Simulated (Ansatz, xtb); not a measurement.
MgNO: where a starting geometry ends

The starting geometry of this gas-phase doublet was built from a drawn formula by distance geometry and a force field; its bonds are those of `[N]1[O][Mg]1`.

```csv
atom,x (Å),y (Å),z (Å)
Mg,-1.2824,-0.9442,-3.2973
N,-1.2706,1.1371,-3.2307
O,-0.0286,0.6074,-3.4351
```

**Question.** Predict what it relaxes into with r2SCAN-D4/def2-SVP.

**Answer.** It keeps its bonds, and is `[N]1[O][Mg]1`.

The energy falls by 0.18 eV over 6 steps:

| step | E − E(last) (eV) |
| --- | --- |
| 1 | 0.183 |
| 2 | 0.044 |
| 3 | 0.007 |
| 4 | 0.002 |
| 5 | 0.000 |
| 6 | 0.000 |

Final geometry (Å):

```yaml
atoms:
  - { symbol: Mg, position_ang: [-1.3072, -0.9782, -3.2947] }
  - { symbol: N, position_ang: [-1.2237, 1.1175, -3.2384] }
  - { symbol: O, position_ang: [-0.0508, 0.6610, -3.4300] }
```

From the same start GFN2-xTB ends elsewhere, at `O=[N][Mg]`.

No frequencies were run, so the end isn't proven a minimum. Open shells are spin-unrestricted. Run with Ansatz 0.2.0, 30 s on 2 threads of Arm Neoverse V2 (shared host).
